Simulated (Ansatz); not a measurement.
The first iterations of a band of BFH2S (5 atoms, charge 0, multiplicity 1).

The calculation used RKS B3LYP-D4/def2-SVP in Ansatz 0.2.0.

```
movable images  : 7
climbing image  : yes
spring          : 5.0 eV/Å²
optimiser       : quadratic models (default)
start path      : through a guess of the saddle point
force threshold : 0.05 eV/Å
iteration limit : 60
end points      : relaxed
```

Initial state:

```xyz
5
Properties=species:S:1:pos:R:3
F -1.136 -0.897 -1.071
B -0.419 -0.339 -0.107
S 0.976 0.701 -0.585
H -0.715 -0.541 1.042
H 1.345 1.001 0.680
```

Final state:

```xyz
5
Properties=species:S:1:pos:R:3
F -0.744 -0.603 -1.108
B -0.431 -0.343 0.153
S 0.964 0.714 0.571
H -1.086 -0.819 1.044
H 1.347 0.977 -0.702
```

| iteration | highest image above the first end (eV) | largest band force component (eV/Å) |
| --- | --- | --- |
| 1 | 85.411 | 362.778 |
| 2 | 23.917 | 100.640 |
| 3 | 14.710 | 63.071 |
| 4 | 6.763 | 26.215 |
| 5 | 3.357 | 13.999 |
| 6 | 2.150 | 5.965 |

Q: Does the band converge within its limit, and where does its top end?

A: The forces met the threshold. It ended after 18 iterations with the highest image 0.574 eV above the first end. A vibrational analysis at the climbing image gives one clearly imaginary mode, 484i cm⁻¹: a first-order saddle point.

Run time: 2.7 min on 1 CPU thread of a shared host.
